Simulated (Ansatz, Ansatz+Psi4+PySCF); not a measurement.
```xyz
5

C     0.0000    0.0000   -1.2089
Cl    0.0000    0.0000    0.7085
H     0.0000   -1.1195   -1.5969
H    -0.9696    0.5598   -1.5969
H     0.9696    0.5598   -1.5969
```

Basis set: cc-pVTZ (spherical functions). Frozen core: 6 orbitals. Charge 0, multiplicity 1.

Computed with Ansatz (development build ahead of 0.2.0); each method stands on the lowest determinant of its kind that the runs found. Restricted open shells among the atoms or ions are ROHF, correlated in semicanonical orbitals with singles.

Problem. Give the atomization energy at this shape (free ground-state atoms in the same class of orbitals less the molecule, no zero-point energy) of singlet CH3Cl by RHF-MP2, RHF.

Solution.

```csv
method,atomization energy
RHF-MP2,16.17 eV
RHF,12.37 eV
```

Caution: the shape is not the minimum.
